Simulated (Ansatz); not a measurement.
# BSiH2 (quartet): wave-function methods side by side at scale of all distances = 1.964, 6-31G

Aim: climb from Hartree-Fock through coupled cluster and multireference methods for BSiH2 (quartet) at one geometry and basis, and see what each rung misses.

Program: Ansatz 0.2.0, Gaussian basis. Level of theory: 6-31G, core rule «outside noble gas», up to 6 orbitals frozen. These are calculated values, not measurements.

The runs, in order: UHF; CCSD(T) on ROHF; CCSD(T) on UHF; BCCD(T) on ROHF; CISD; CCSDT(Q) on ROHF; CCSDT(Q) on UHF; CASSCF and MRCISD+Q, 5 electrons in 5 orbitals; CASSCF and NEVPT2, 5 electrons in 5 orbitals; CASSCF and MRCISD+Q, 9 electrons in 10 orbitals; CASSCF and NEVPT2, 9 electrons in 10 orbitals; Full CI.

16 further runs of the same task are left out: 12 that didn't finish, 4 set aside as unsound or not needed.

### Step 1. The geometry

The geometry derives from a PBE0/def2-TZVP stationary point (not a proven minimum). All distances are scaled together.

4 atoms, charge 0, spin multiplicity 4.

Atoms are counted from 1 here; the program's logs count them from 0.

No contacts short enough for the rule that draws bonds.

Coordinates:

```xyz
4
BH2Si
Si    0.0000    0.0000    0.8873
B     0.0000    0.0000   -2.7865
H     0.0000    2.3817    2.5814
H     0.0000   -2.3817    2.5814
```

### Step 2. UHF

in.yaml

```yaml
crystal:
  periodic: [false, false, false]
  atoms:
    - {symbol: Si, position_ang: [0.000000, 0.000000, 0.887315]}
    - {symbol: B, position_ang: [0.000000, 0.000000, -2.786470]}
    - {symbol: H, position_ang: [0.000000, 2.381727, 2.581421]}
    - {symbol: H, position_ang: [0.000000, -2.381727, 2.581421]}
basis:
  gaussian: {orbitals: 6-31G}
magnetization: {spin_polarized: true, initial_magnetization: 3}
hamiltonian: {xc: hf}
output: {orbitals: {seedname: orbitals}}
```

The run is started by

```sh
> ansatz run in.yaml --threads 1 --pin off --events-out ev --progress --plain --max-ram 2393MiB
```

After this run come: CCSD(T) on ROHF; CCSD(T) on UHF; BCCD(T) on ROHF; CISD; CCSDT(Q) on ROHF; CCSDT(Q) on UHF; CASSCF and MRCISD+Q, 5 electrons in 5 orbitals; CASSCF and NEVPT2, 5 electrons in 5 orbitals; CASSCF and MRCISD+Q, 9 electrons in 10 orbitals; CASSCF and NEVPT2, 9 electrons in 10 orbitals; Full CI.

Q: Predict the results of all the runs planned. Wanted: FCI below the RHF energy; RMP2 from FCI; UMP2 from FCI; RCCSD from FCI; RCCSD(T) from FCI; UCCSD(T) from FCI; RCCSDT(Q) from FCI; UCCSDT(Q) from FCI; NEVPT2 pair from FCI.

As calculated:

| quantity | value |
| --- | --- |
| FCI below the RHF energy | -3.8800 eV |
| RMP2 from FCI | +180.7 kJ/mol |
| UMP2 from FCI | +113.6 kJ/mol |
| RCCSD from FCI | +19.0 kJ/mol |
| RCCSD(T) from FCI | +9.8 kJ/mol |
| UCCSD(T) from FCI | +11.7 kJ/mol |
| RCCSDT(Q) from FCI | +2.0 kJ/mol |
| UCCSDT(Q) from FCI | +3.4 kJ/mol |
| NEVPT2 pair from FCI | +91.1 kJ/mol |
| MRCISD+Q pair from FCI | +3.5 kJ/mol |
| NEVPT2 valence from FCI | +29.3 kJ/mol |
| levels within 1 kcal/mol (43 meV) | RCCSDT, RCCSDT(Q), UCCSDT(Q), MRCISD+Q pair |
| T1 diagnostic | 0.072 |
| effectively unpaired electrons | 4.28 |

In words: RCCSD(T) misses by +9.8 kJ/mol, 2.6 % of the correlation energy. The occupations show strong static correlation (4.3 unpaired electrons where one determinant has 3). Coupled cluster on one determinant still stays close here. Of the multireference levels listed MRCISD+Q pair comes nearest in total energy (+3.5 kJ/mol), which doesn't show that its space is the better one. These misses are within one basis, not against nature; the frozen cores of restricted and unrestricted runs differ, which can shift their rows.
